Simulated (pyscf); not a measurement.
HO–Si(SiH₃)(SiH₃)–SiH₃ + SiH₄ → H₃Si–O–Si(SiH₃)(SiH₃)–SiH₃ + H₂, a four-centre exchange (singlet surface; H–O, H–Si broken, O–Si, H–H formed). Single points on ωB97X-D3(BJ)/def2-SVP structures (PySCF, gas phase). Energies in kcal/mol from the separated reactants.

Small-basis levels: PySCF, no dispersion term, spherical d functions. AM1 to PM7: differences of heats of formation from MOPAC, which are fitted to 298 K values and so differ in kind from electronic energies by zero-point and thermal terms. GFN2-xTB: tblite. Cost: rough CPU time at the saddle relative to B3LYP/6-31G*, from one job on a shared machine.

```tsv
level	barrier	reaction energy	cost
HF/STO-3G	___	-5.2	0.03
HF/3-21G	40.5	-23.6	0.06
B3LYP/STO-3G	35.3	-12.7	0.6
B3LYP/def2-SVP	35.2	-14.9	0.9
GFN2-xTB	___	-21.1	under 0.02
PM3	42.8	-39.7	under 0.02
PM7	26.6	-70.5	under 0.02
ωB97M-D3(BJ)/def2-TZVP	___	-19.5	–
```

Problem. Some entries are withheld; supply them.

Solution. 
- HF/STO-3G, barrier: 68.5
- GFN2-xTB, barrier: 29.4
- ωB97M-D3(BJ)/def2-TZVP, barrier: 33.7

Against the last row the barrier runs from -7.1 (PM7) to +34.8 kcal/mol (HF/STO-3G). ωB97M-D3(BJ)/def2-TZVP has limits of its own. HO–Si(SiH₃)(SiH₃)–SiH₃ lies 23.7 kcal/mol over its isomer H₃Si–SiH₂–O–SiH₂–SiH₃ (electronic energy, ωB97M-D3(BJ)/def2-TZVP). One saddle was located; it need not be the lowest between these sides.
